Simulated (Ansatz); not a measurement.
# What each rung costs, and what it gives

Saddle point of SiH$_{4}$S$_{2}$, singlet (SiH₄S₂ ([SH][SiH2][SH]) → SiH₂S ([SiH2][S]) + H₂S (still joined by a long Si–S bond); bonds formed: S2–H4; bonds broken: S3–H4; bonds weakened to dative contacts: Si1–S2), PBE0-D4/def2-TZVP structure:

```
7
angstrom
Si -0.5175 -0.2266 0.6849
S 1.0614 -0.4265 -1.0609
S -1.6364 1.1530 -0.2574
H -0.0906 0.4239 -1.3604
H -0.9281 -1.6519 0.7820
H 0.3500 0.0866 1.8522
H 1.7614 0.6414 -0.6403
```

Barriers are electronic and count from the start structure reached by relaxing down the imaginary mode.

Computed with Ansatz 0.2.0 (basis: as named in each row); correlated methods freeze the cores. B3LYP uses VWN-RPA correlation. Extrapolation: Hartree–Fock as exp(−7.88 √X), correlation as X^−2.97.

Times are rough, for one single point on 2 threads of a shared host (Intel Xeon Platinum 8175M).

The estimate by CCSD(T) at an estimated basis limit (MP2 extrapolated from triple and quadruple zeta, plus CCSD(T) − MP2 in triple zeta) is 1.664 eV.

```
      method       basis  time (s)  barrier (eV)  method less estimate
          HF      STO-3G   under 1         4.008                 2.344
       SPW92    def2-SVP   under 1         1.284                -0.380
      PBE-D4      STO-3G   under 1         2.497                 0.833
      PBE-D4    def2-SVP         1         1.403                -0.262
    B3LYP-D4       6-31G         1         1.785                 0.121
       SPW92  def2-TZVPP         1         1.287                -0.378
     PBE0-D4    def2-SVP         2         1.577                -0.087
     CCSD(T)    def2-SVP         2         1.793                 0.129
      PBE-D4  def2-TZVPP         2         1.397                -0.267
     BLYP-D4  def2-TZVPP         2         1.483                -0.181
    BHLYP-D4  def2-TZVPP         3         1.811                 0.146
     PBE0-D4  def2-TZVPP         4         1.564                -0.100
    B3LYP-D4  def2-TZVPP         4         1.617                -0.047
CAM-B3LYP-D4  def2-TZVPP         4         1.728                 0.063
   r2SCAN-D4  def2-TZVPP         4         1.524                -0.141
  RPA on PBE  def2-TZVPP         4         1.693                 0.029
  r2SCAN0-D4  def2-TZVPP         5         1.632                -0.032
      B2PLYP  def2-TZVPP         5         1.656                -0.008
     wB97M-V    def2-SVP         6         1.685                 0.021
    PBE-QIDH  def2-TZVPP         6         1.667                 0.002
      B97M-V  def2-TZVPP         8         1.598                -0.066
     wB97X-V  def2-TZVPP         8         1.757                 0.093
     wB97M-V  def2-TZVPP         8         1.685                 0.021
         MP2  def2-QZVPP        17         1.608                -0.056
     CCSD(T)  def2-TZVPP        28         1.706                 0.042
```

All methods are single points on the PBE0-D4 structures.

The T1 diagnostic stays at or below 0.015.

Labels in which every atom is bracketed show which atoms are joined, not bond orders.
